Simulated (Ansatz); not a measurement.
Trigonal Te, treated with PBEsol-D3(BJ) in Ansatz (PAW).

Run with plane-wave cutoff 520 eV, 12×12×6 k mesh (along the axes of the cell as run), Fermi–Dirac smearing 0.01 eV, scalar-relativistic PAW data made under PBE.

Cell (relaxed at this level):

Space group P3₁21 (No. 152); a = b = 4.1922 Å, c = 5.9505 Å, α = β = 90.00°, γ = 120.00°

| atom | site | symmetry | x | y | z |
|---|---|---|---|---|---|
| Te | 3a | .2. | 0.7058 | 0.7058 | 0.0000 |

Task: Give the computed bulk modulus B0.

Result: 
- bulk modulus B0 = 43.5 GPa

The run finds no gap.

Measured, for comparison: bulk modulus 19 GPa (temperature not stated, not corrected to a static lattice; as tabulated in Yi et al. (2018), arXiv:1712.00894). Computed (rounded) less measured: bulk modulus +129 % (against room or unstated temperature, where such soft solids are markedly softer).

Note: the gap of the solid is closed in this run; this level leaves the solid without a gap, although one is measured; the bulk modulus comes from volumes at which shape and atoms were relaxed.

Spin–orbit coupling is not included; it can open a gap where bands touch, and shift volumes and moduli.

Computed values are for the static lattice.

Computing time: around 9 core-minutes (rough).

Ansatz is a quantum-chemistry and plane-wave program.
